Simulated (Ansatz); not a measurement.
2H WSe2, treated with PBEsol (plane waves, PAW; Ansatz, a quantum-chemistry and plane-wave program).

Run with plane-wave cutoff 520 eV, 12×12×4 k mesh (along the axes of the cell as run), no spin polarisation, scalar-relativistic PAW data made under PBE.

Computed at the level's own relaxed cell.

```yaml
crystal:
  lattice:
    - [3.27104, 0.00000, 0.00000]
    - [-1.63552, 2.83280, 0.00000]
    - [0.00000, 0.00000, 13.22253]
  atoms:
    - { symbol: W, position: [0.66667, 0.33333, 0.75000] }
    - { symbol: W, position: [0.33333, 0.66667, 0.25000] }
    - { symbol: Se, position: [0.66667, 0.33333, 0.37662] }
    - { symbol: Se, position: [0.33333, 0.66667, 0.87662] }
    - { symbol: Se, position: [0.33333, 0.66667, 0.62338] }
    - { symbol: Se, position: [0.66667, 0.33333, 0.12338] }
```

### Question
Give the elastic tensor (Voigt notation, GPa, ions relaxed, in the Cartesian axes of the cell as printed).

### Answer

```
  196.3    35.9     6.0     0.0     0.0     0.0
   35.9   196.3     6.0     0.0     0.0     0.0
    6.0     6.0    26.5     0.0     0.0     0.0
    0.0     0.0     0.0    13.1     0.0     0.0
    0.0     0.0     0.0     0.0    13.1     0.0
    0.0     0.0     0.0     0.0     0.0    80.2
```

Note: the cell comes from a level without a dispersion term, which matters for the spacing of layers, chains or molecules; the cell has widely spaced layers and the level no dispersion term, so their spacing and the moduli can rest on weak binding.

Spin–orbit coupling is not included.

The computed numbers hold no vibrational or temperature effects.
